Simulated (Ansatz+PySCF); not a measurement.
Two shapes of singlet CH3F.

Shape 1:

```xyz
5

C     0.0000    0.0000   -0.6187
F     0.0000    0.0000    0.7447
H     0.0000   -1.0360   -0.9966
H    -0.8972    0.5180   -0.9966
H     0.8972    0.5180   -0.9966
```

Shape 2:

```xyz
5

C    -0.0144   -0.0466   -0.6295
F    -0.0296   -0.0257    0.7758
H     0.0243   -1.0750   -0.9768
H    -0.9243    0.5199   -1.0386
H     0.9044    0.4687   -1.0010
```

Basis set: def2-SVP (spherical functions). Frozen core: 2 orbitals. Charge 0, multiplicity 1.

Computed with Ansatz (development build ahead of 0.2.0); each method stands on the lowest determinant of its kind that the runs found.

(1) Which shape is lower in energy, and by how much in each method?

Answers

(1)

| method | E(2) − E(1) (eV) |
| --- | --- |
| UHF-MP2 | 0.074 |
| PBE0 (restricted) | 0.080 |
| r²SCAN (unrestricted) | 0.065 |
| ωB97X (restricted) | 0.074 |
| ωB97X (unrestricted) | 0.074 |

Shape 1 is lower.
